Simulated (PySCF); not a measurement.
S: ionisation energy

S [Ne] 3s2 3p4 (3P) → S⁺ [Ne] 3s2 3p3 (4S), as a difference of total energies. Computed with PySCF 2.14 in cc-pVDZ-DK (4s3p1d, 18 functions), with the spin-free X2C one-electron Hamiltonian (Gaussian nucleus). Correlated levels: valence: [Ne] frozen. The calculations carry no spin-orbit coupling.

| method | ionisation energy (eV) |
| --- | --- |
| UHF | 9.180 |
| r2SCAN | 10.320 |
| B3LYP | 10.470 |
| MP2 (valence) | 9.615 |
| SCS-MP2 (valence) | 9.644 |
| CCSD (valence) | 9.625 |
| CCSD(T) (valence) | 9.631 |

Errors of the correlated levels include the incompleteness of this basis and the frozen core.

Which method comes closest to the reference value, and which is furthest?

The reference is 10.336 eV (measured; NIST levels, between the centres of gravity of the two terms). Closest: r2SCAN (error -0.016 eV); furthest: UHF (error -1.156 eV).
